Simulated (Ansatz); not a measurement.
Reaction (SMILES): S=C=S + 4 [H][H] (H2) → C (CH4) + 2 S (H2S)
B3LYP-D3(BJ)/def2-TZVP geometries, fixed; electronic energies without zero-point terms.
Largest species:
```xyz
5

C      0.0000     0.0000     0.0000
H      0.6205     0.6269     0.6390
H     -0.6429    -0.6249     0.6185
H      0.6369    -0.6328    -0.6166
H     -0.6146     0.6308    -0.6409
```

Basis-set convergence of the energy of full hydrogenation at B3LYP with Ansatz (a program for electronic structure). Cartesian d functions, on some or all atoms, in 6-31G*, 6-31+G*, 6-311G**, 6-311+G**; all else is spherical. The program fits the integrals of some runs and decomposes those of others, by size. No added dispersion term, no relativity. Functions are those of the species that has most. Reference: the value in pcseg-4, -67.49 kcal/mol, itself unsure by roughly 0.11 kcal/mol (its mean distance from aug-pcseg-3, aug-cc-pV(Q+d)Z, cc-pV(5+d)Z). Deviations are taken from unrounded values.

| basis | functions | energy of full hydrogenation (kcal/mol) |
|---|---|---|
| def2-SVP | 50 | -69.93 |
| def2-SVPD | 74 | -78.23 |
| pcseg-1 | 50 | -69.71 |
| aug-pcseg-1 | 77 | -71.22 |
| 6-31G* | 53 | -61.82 |
| 6-31+G* | 65 | -63.65 |
| cc-pV(D+d)Z | 60 | -68.81 |
| aug-cc-pV(D+d)Z | 87 | -73.97 |
| 6-311G** | 72 | -68.30 |
| 6-311+G** | 84 | -67.91 |
| pcseg-2 | 98 | -67.62 |
| aug-pcseg-2 | 146 | -68.28 |
| def2-TZVP | 105 | -64.88 |
| def2-TZVPD | 129 | -66.35 |
| cc-pV(T+d)Z | 108 | -67.26 |
| aug-cc-pV(T+d)Z | 156 | -68.26 |
| def2-TZVPP | 115 | -66.72 |
| def2-TZVPPD | 139 | -67.80 |
| cc-pV(Q+d)Z | 183 | -67.32 |
| aug-cc-pV(Q+d)Z | 264 | -67.66 |
| pcseg-3 | 192 | -67.54 |
| aug-pcseg-3 | 281 | -67.59 |
| def2-QZVPP | 197 | -67.35 |
| def2-QZVPPD | 221 | -67.58 |

What the diffuse functions change, pair by pair:
- def2-SVP to def2-SVPD: 24 more functions, deviation -2.44 to -10.73 kcal/mol
- pcseg-1 to aug-pcseg-1: 27 more functions, deviation -2.22 to -3.73 kcal/mol
- 6-31G* to 6-31+G*: 12 more functions, deviation 5.67 to 3.85 kcal/mol
- cc-pV(D+d)Z to aug-cc-pV(D+d)Z: 27 more functions, deviation -1.32 to -6.48 kcal/mol
- 6-311G** to 6-311+G**: 12 more functions, deviation -0.81 to -0.42 kcal/mol
- pcseg-2 to aug-pcseg-2: 48 more functions, deviation -0.12 to -0.79 kcal/mol
- def2-TZVP to def2-TZVPD: 24 more functions, deviation 2.61 to 1.14 kcal/mol
- cc-pV(T+d)Z to aug-cc-pV(T+d)Z: 48 more functions, deviation 0.23 to -0.77 kcal/mol
- def2-TZVPP to def2-TZVPPD: 24 more functions, deviation 0.77 to -0.31 kcal/mol
- cc-pV(Q+d)Z to aug-cc-pV(Q+d)Z: 81 more functions, deviation 0.17 to -0.17 kcal/mol
- pcseg-3 to aug-pcseg-3: 89 more functions, deviation -0.05 to -0.10 kcal/mol
- def2-QZVPP to def2-QZVPPD: 24 more functions, deviation 0.14 to -0.08 kcal/mol

They bring the value nearer the reference by more than 0.11 kcal/mol in 4 of 12 pairs.
